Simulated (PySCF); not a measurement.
Gas-phase reaction: 2 SiH + 3 C2H6 ⇌ 2 CH3SiH2 + C4H10 (isobutane)

Method: PySCF energies (xtb for GFN2) plus ideal-gas RRHO corrections (1 bar). † marks an energy on the PBE0/def2-TZVP geometry and frequencies; other levels use their own. Open shells (unrestricted): SiH (multiplicity 2), CH3SiH2 (multiplicity 2); the rest are closed-shell singlets. GFN2 has no spin-polarisation term. Spin-orbit splitting is ignored; it lowers the true energy and changes the entropy of SiH. CH3SiH2: computed as isolated molecules; such fragments, hydroxides, amides, oligomers or adducts are transient or little studied in the gas.

GFN2-xTB gives ΔH°(298 K) = -322 kJ.

Q: What do PBE/def2-TZVP†, M06-2X/def2-TZVP†, ωB97M-V/def2-TZVP† give?

A: PBE/def2-TZVP†: -347 kJ; M06-2X/def2-TZVP†: -352 kJ; ωB97M-V/def2-TZVP†: -337 kJ. For scale, ΔH°(298 K) is -322 kJ at this level, -337 kJ at ωB97M-V/def2-TZVP†, and runs from -428 to -258 kJ over the 18 levels computed († marks an energy on the PBE0/def2-TZVP geometry).
